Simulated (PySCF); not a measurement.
**Dipole moment and polarisability of trans-2-butene**

Compound: trans-2-butene, C₄H₈.
Cartesian coordinates in Å at the GFN2-xTB level; atoms count from 1:
```
atom  x, y, z in Å
C1     1.940   -0.138   -0.098
C2     0.483   -0.160   -0.424
C3    -0.483    0.160    0.420
C4    -1.940    0.138    0.094
H5     2.374   -1.128   -0.240
H6     2.105    0.171    0.931
H7     2.465    0.549   -0.761
H8     0.238   -0.464   -1.434
H9    -0.238    0.465    1.430
H10   -2.375    1.127    0.240
H11   -2.104   -0.168   -0.937
H12   -2.465   -0.553    0.754
```

Level: CAM-B3LYP/def2-SVPD (PySCF), static field, nuclei fixed, core orbitals frozen in the response. The polarisability tensor in these axes (au):

```
x   65.34 -3.18 -5.66
y   -3.18 41.05  2.74
z   -5.66  2.74 47.72
```

Q: What are the eigenvalues, a third of the trace, and Δα (Δα² = ½Σ(αi − αj)² over the three pairs)?

A: Principal values 40.02, 46.54 and 67.55 au; mean 51.37 au = 7.61 Å³ = 8.47 × 10⁻⁴⁰ C²·m²/J; Δα = 24.92 au (49 % of the mean).

Q: What is the dipole moment?

A: 0.00 D; point group C2h allows none.

Q: Traceless (Buckingham) quadrupole moment about the centre of nuclear charge: eigenvalues?

A: -2.09, 0.25, 1.83 D·Å. With no charge and no dipole, the values don't depend on the origin. The electronic extent ⟨r²⟩ about the same centre is 395 bohr², a root-mean-square distance of 1.86 Å for the 32 electrons.

Q: Estimate the molar refractivity from the static electronic polarisability.

A: Lorentz–Lorenz: R = (4π/3)N_A α = 2.5225 cm³/(mol·Å³) × 7.61 Å³ = 19.2 cm³/mol, in the limit of long wavelengths.

Q: Refractivity n − 1 of an ideal gas of it at 273.15 K and 1 atm, from the electronic α?

A: N = p/kT = 2.6868 × 10¹⁹ cm⁻³, so n − 1 = 2π × N × 7.61 × 10⁻²⁴ cm³ = 1285 × 10⁻⁶ at long wavelengths, for an ideal gas.

Q: Find the Langevin capture rate constant for NH4+ (18.034 u) meeting this molecule (56.063 u), k = 2.342 × 10⁻⁹ cm³/s × √(α in Å³ / reduced mass in u).

A: The reduced mass is 13.65 u, so k = 1.75 × 10⁻⁹ cm³/s.

Geometry: GFN2-xTB; no solvent, vibrations or thermal averaging.
